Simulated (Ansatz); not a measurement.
System: zinc-blende CdS (metastable phase). Method: PBE (plane waves, PAW; Ansatz, a first-principles code).

The same calculation (at the measured cell, 24.617 Å³/atom) with different numerical settings:

```tsv
run	k mesh	gap on the mesh (eV)	total energy (eV/atom)
1	4×4×4	1.152	-4578.8848
2	6×6×6	1.161	-4578.9004
3	8×8×8	1.163	-4578.9015
4	12×12×12	1.163	-4578.9017
5	16×16×16	1.163	-4578.9017
6	20×20×20	1.163	-4578.9017
```

In the column total energy (eV/atom) the first row differs from the last by +0.0169 and the next to last by 0.0000.

The last row is no converged limit: other settings stay fixed.

Spin–orbit coupling is not included.
